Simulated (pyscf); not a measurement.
HO–GaH–Cl (SMILES [OH][GaH][Cl]) + H₂ (SMILES [H][H]) → Cl–GaH₂ (SMILES [Cl][GaH2]) + H₂O (SMILES O), a four-centre exchange (singlet surface; Ga–O, H–H broken, Ga–H, H–O formed). PySCF, gas phase, ωB97X-D3(BJ)/def2-SVP geometries. Energies in eV from the separated reactants.

AM1 to PM7: differences of heats of formation from MOPAC, which are fitted to 298 K values and so differ in kind from electronic energies by zero-point and thermal terms. 

Task: Quick PM7 single points give ΔE‡ = 1.75 eV and ΔE = +1.44 eV. What does ωB97M-D3(BJ)/def2-TZVP give, and how far is the quick result from it?

Result: ωB97M-D3(BJ)/def2-TZVP gives ΔE‡ = 1.00 eV and ΔE = +0.48 eV. PM7 lies 0.74 eV over it in the barrier and 0.96 eV over it in the reaction energy, so on this step it does not hold to within 0.13 eV. ωB97M-D3(BJ)/def2-TZVP has limits of its own. On the product side the descent ends in an adduct with a Ga–O contact, 0.82 eV under the separated species and 1.28 eV under the saddle at ωB97X-D3(BJ)/def2-TZVP. What is counted as broken (Ga–O) persists as a longer contact in the product adduct; parting that adduct is a step of its own. At the saddle there is also a short Ga–H contact that neither side keeps. One saddle was located; it need not be the lowest between these sides. In the def2 sets elements up to Kr have no core potential.
